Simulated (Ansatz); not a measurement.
**Zirconium, hcp: convergence with Methfessel-Paxton smearing**

Computed with Ansatz, r²SCAN, scalar-relativistic PAW, on the relaxed cell (a = 3.245 Å, c = 5.157 Å (c/a = 1.590); spin not included). Errors count from a run at 500 eV on a Γ-centred 18×18×10 mesh with Fermi-Dirac smearing of 0.1 eV, extrapolated to zero width. Fixed here: cutoff 500 eV, mesh 11×11×6. The SCF starts from atomic densities corrected by a trained network.

```
width (eV)  E(σ→0) error (meV/atom)  F error (meV/atom)  P (GPa)  SCF iterations
      0.01                     -0.5                -0.5    -0.22               6
      0.03                     -0.5                -0.4    -0.22               6
       0.1                     -0.2                 0.0    -0.18               6
       0.2                      0.4                 0.8    -0.11               6
       0.6                      3.8                11.8    -0.23               6
       1.0                     22.1                34.3    -0.33               6
```

Question: What does the run at 0.3 give (width)?

Answer: E(σ→0) error (meV/atom): 0.8; F error (meV/atom): 1.7; P (GPa): -0.07; SCF iterations: 6.
